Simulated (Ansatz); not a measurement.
**BeF (doublet): wave-function methods side by side at distance F1–Be2 = 1.370 Å, cc-pVTZ**

The task here is to estimate one member of a computed series from the others.

Program: Ansatz 0.2.0, Gaussian basis. Level of theory: cc-pVTZ, core rule «outside noble gas», up to 2 orbitals frozen. These are calculated values, not measurements.

To be run: UHF; CCSD(T) on ROHF; CCSD(T) on UHF; BCCD(T) on ROHF; CISD; CCSDT(Q) on ROHF; CCSDT(Q) on UHF; CASSCF and NEVPT2, 3 electrons in 3 orbitals.

21 further runs of the same task are left out: 10 for a known fault of the program, 9 that didn't finish, 2 set aside as unsound or not needed.

## The system

The geometry derives from a PBE0/def2-TZVP stationary point (not a proven minimum). One bond is set to the value named and the two fragments are kept rigid.

2 atoms, charge 0, spin multiplicity 2.

Atoms are counted from 1 here; the program's logs count them from 0.

Bond lengths: F1–Be2 1.370 Å.

The first run:

The input, in.yaml:

```yaml
crystal:
  periodic: [false, false, false]
  atoms:
    - {symbol: F, position_ang: [0.000000, 0.000000, 0.000000]}
    - {symbol: Be, position_ang: [0.000000, 0.000000, 1.370100]}
basis:
  gaussian: {orbitals: cc-pVTZ}
magnetization: {spin_polarized: true, initial_magnetization: 1}
hamiltonian: {xc: hf}
output: {orbitals: {seedname: orbitals}}
```

Run with:

```sh
$ ansatz run in.yaml --threads 1 --pin off --events-out ev --progress --plain --max-ram 2393MiB
```

Steps of the session up to this table: UHF; CCSD(T) on ROHF; CCSD(T) on UHF; BCCD(T) on ROHF; CISD; CCSDT(Q) on ROHF; CCSDT(Q) on UHF; CASSCF and NEVPT2, 3 electrons in 3 orbitals.

One of the session's tables, all rows but one given; the rest of the session is left out.

| method | from UCCSDT(Q) (meV) |
| --- | --- |
| ROHF | +7869.9 |
| UHF | +7864.7 |
| RMP2 | +234.4 |
| UMP2 | +230.8 |
| CISD | +520.4 |
| RCCSD | +235.6 |
| UCCSD | +235.6 |
| RCCSD(T) | +10.7 |
| UCCSD(T) | +10.4 |
| BCCD(T) | +8.2 |
| RCCSDT | ? |
| UCCSDT | +7.6 |
| RCCSDT(Q) | +2.9 |
| UCCSDT(Q) | 0 |
| CASSCF pair | +7446.1 |
| NEVPT2 pair | +292.3 |

Estimate the missing values for RCCSDT.

**Answer.** from UCCSDT(Q) (meV): +7.8. In the column «from UCCSDT(Q) (meV)» it lies between UCCSDT (+7.6) and BCCD(T) (+8.2).

Caveats from the session: Restricted and unrestricted rows rest on different reference determinants; where their highest levels disagree by more than a few hundredths of an eV, they describe different states and don't form one ladder.
